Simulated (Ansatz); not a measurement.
Bi (P6_3/mmc)

The calculation used DFT PBEsol, scalar-relativistic, plane waves, PAW (Ansatz 0.2.0).

Settings: cutoff 420 eV, Γ-centred mesh 12×12×10 on the computed 2-atom cell, Gaussian smearing of 0.10 eV; no spin polarisation.

The structure is relaxed at this level of theory with its symmetry kept. This form isn't the element's structure at ambient conditions.

```cif
data_structure
_symmetry_space_group_name_H-M 'P6_3/mmc'
_symmetry_Int_Tables_number 194
_cell_length_a 4.2675
_cell_length_b 4.2675
_cell_length_c 4.2172
_cell_angle_alpha 90.000
_cell_angle_beta 90.000
_cell_angle_gamma 120.000
_cell_volume 66.51
loop_
_atom_site_label
_atom_site_type_symbol
_atom_site_symmetry_multiplicity
_atom_site_Wyckoff_symbol
_atom_site_fract_x
_atom_site_fract_y
_atom_site_fract_z
_atom_site_occupancy
Bi1 Bi 2 c 0.33333 0.66667 0.25000 1
```

| Quantity | Value |
| --- | --- |
| Space group | P6_3/mmc (No. 194) |
| Volume per atom | 224.4 bohr³ |
| Formation energy from the elements' standard states (uncorrected) | +0.093 eV/atom |
| Kohn–Sham band gap | none (metal) |
| Density of states at the Fermi level | 0.93 states/eV per cell |
| Löwdin character within 0.5 eV of the Fermi level | Bi 6p 92 % |
| Bulk modulus | 47 GPa |
| Its pressure derivative | 4.0 |
| Bader charges (e) | Bi (2 in the cell) 0.00 |

Spin-orbit coupling is left out, which matters for the bands of heavy elements.

Cost: 6 runs of about 3.3 core-minutes in all, on Arm Neoverse V1 (shared hosts).